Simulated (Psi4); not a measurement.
Reaction (SMILES): FC=C + 3 [H][H] (H2) → 2 C (CH4) + F (HF)
B3LYP-D3(BJ)/def2-TZVP geometries, fixed; electronic energies without zero-point terms.

Effect of the treatment of two-electron integrals at M06-2X/cc-pVTZ with Psi4, against the last row, where the energy of full hydrogenation is -76.74 kcal/mol.

```tsv
setting	largest shift of a total energy (mEh)	shift of the energy of full hydrogenation (kcal/mol)
scf_type: df	0.021	-0.023
scf_type: cd	-0.036	-0.001
scf_type: pk	0.000	0.000
```

Within 0.02 kcal/mol in the energy of full hydrogenation: scf_type: cd. The largest shift is 0.036 mEh in a total energy and 0.023 kcal/mol in the difference.
